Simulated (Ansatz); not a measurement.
Two structures of CH₇AlO, closed shell, reached by relaxing down either side of one saddle point (PBE0-D4/def2-TZVP). Energies are electronic, without zero-point energy. Program: Ansatz 0.2.0. Basis: def2-TZVPP and def2-QZVPP. Cores are frozen in the correlated methods. Extrapolation: Hartree–Fock as exp(−7.88 √X), correlation as X^−2.97. First:

```xyz
10
angstrom
Al -0.6447 0.8313 -0.9940
O 0.9145 1.3892 -1.3851
H -1.2795 -0.3569 -1.8320
H -1.4328 1.6688 0.0853
H 0.9050 -0.1863 0.8042
C 0.1957 -0.8964 1.2383
H 1.4476 0.9914 -2.0712
H 0.7490 -1.7839 1.5449
H -0.2947 -0.4421 2.0969
H -0.5600 -1.2151 0.5128
```

Second:

```xyz
10
angstrom
Al -0.7690 0.3019 -0.4416
O 1.0817 1.0676 -0.8213
H -0.9233 -0.3665 -1.8957
H -1.6255 1.6150 -0.1440
H 1.7512 0.7096 -0.2281
C -0.2780 -0.8610 1.0728
H 1.3464 0.8543 -1.7229
H 0.4562 -1.6300 0.8077
H 0.1183 -0.2964 1.9247
H -1.1580 -1.3946 1.4484
```

(1) Which bonds change from the first to the second?

(2) Give the saddle point's structure and its height above each. (Judge from chemistry; the value comes from the calculation.)

T1 diagnostic: at most 0.011.

Answers

(1) AlH₃O ([OH][AlH2]) + CH₄ → CH₅Al ([CH3][AlH2]) + H₂O (still joined by a long Al–O bond); bonds formed: Al1–C6, O2–H5; bonds broken: H5–C6; bonds weakened to dative contacts: Al1–O2.

(2) The calculation gives: 36.09 kcal/mol above the first and 18.10 kcal/mol above the second (CCSD(T) at an estimated basis limit (MP2 extrapolated from triple and quadruple zeta, plus CCSD(T) − MP2 in triple zeta)).
Al1  (-0.747, 0.480, -0.624)
O2  (1.046, 1.023, -0.761)
H3  (-1.144, -0.437, -1.860)
H4  (-1.701, 1.597, -0.034)
H5  (0.887, 0.179, 0.063)
C6  (0.066, -0.682, 0.952)
H7  (1.570, 0.728, -1.511)
H8  (0.751, -1.530, 0.867)
H9  (0.204, -0.206, 1.925)
H10  (-0.932, -1.150, 0.983)
(Å)

Labels in which every atom is bracketed show which atoms are joined, not bond orders.

For scale, one of the runs: CCSD(T)/def2-TZVPP, 202 basis functions, launched by `ansatz run in.yaml --threads 2 --pin off --events-out ev --progress --plain --max-ram 4352MiB`. The run took 48 s on 2 CPU threads of an Arm Neoverse V1 (shared host), with 2.5 GiB of host memory at its peak.
